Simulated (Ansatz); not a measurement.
Cartesian coordinates (Å):
```xyz
2

O      0.4875     0.0000     0.0000
H     -0.4874     0.0000     0.0000
```
Charge 0, spin multiplicity 2.

Computed with frozen-core CCSD(T)/cc-pVTZ // CAM-B3LYP-D3(BJ)/def2-TZVP run with Ansatz (a quantum-chemistry and plane-wave program).

The HF energy is -75.41904 Ha. The MP2 correlation energy is -0.19981 Ha.

Task: Estimate the CCSD correlation energy, the (T) correction, the total energy and the T1 diagnostic.

Result: 
The CCSD correlation energy comes out as -0.21356 Ha, the (T) correction comes out as -0.00511 Ha and the CCSD(T) total energy is -75.63771 Ha. The T1 diagnostic is 0.007.
